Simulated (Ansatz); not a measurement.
`F[SiH2]P` + CH₃SH → `CSP` + `F[SiH3]` at 298.15 K and 1 bar (cleavage of the P–Si bond).

Calculated with Ansatz (gas phase, PBE0-D4/def2-TZVP geometries, no zero-point term in ΔE). CCSD(T)/CBS is the MP2 limit (def2-TZVPP, def2-QZVPP) plus CCSD(T) − MP2 in def2-TZVPP, frozen cores. This one scheme is used for every species. Each species was taken in one conformer, which may not be the lowest.

```csv
species,CCSD(T)/CBS energy (Eh),H − E (kJ/mol),S (J/(mol·K))
`F[SiH2]P`,-732.27050,114.4,302.0
CH₃SH,-438.22835,133.0,253.2
`CSP`,-779.77158,165.2,309.7
`F[SiH3]`,-390.72345,82.7,238.5
```

H − E and S are ideal-gas, rigid-rotor, harmonic terms from PBE0-D4/def2-TZVP, for one conformer and one mirror image of each species. 1 Eh = 2625.50 kJ/mol, R = 8.31446 J/(mol·K).

Task: By hand: ΔE, ΔH, ΔS and ΔG.

Result: ΔE = (-779.77158) + (-390.72345) − (-732.27050) − (-438.22835) = 0.00382 Eh = 10.0 kJ/mol. Δ(H − E) = 165.2 + 82.7 − 114.4 − 133.0 = 0.5, so ΔH = 10.5 kJ/mol. ΔS = 309.7 + 238.5 − 302.0 − 253.2 = -7.0 J/(mol·K). ΔG = 10.5 − 298.15 × (-7.0)/1000 = 12.6 kJ/mol.

Task: By hand: the equilibrium constant, and the temperature at which ΔG would vanish if ΔH and ΔS stayed fixed.

Result: log₁₀ K = −ΔG/(RT ln 10) = -2.2. ΔH and −TΔS have one sign here, so there is no such temperature.

The number of gas molecules stays the same, so ΔS is small and ΔH decides. A doubt of 5 kJ/mol in ΔE shifts log₁₀ K by 0.9 here. Other conformers and mirror images would add mixing entropy, several J/(mol·K) or more a flexible species. These are equilibria of isolated gas molecules and say nothing of rates. Largest T1 diagnostic: 0.013 (customary marks: 0.02 for closed shells, 0.045 for open ones).

ΔS is within the doubt of such terms, so its sign, and with it that verdict, could turn.
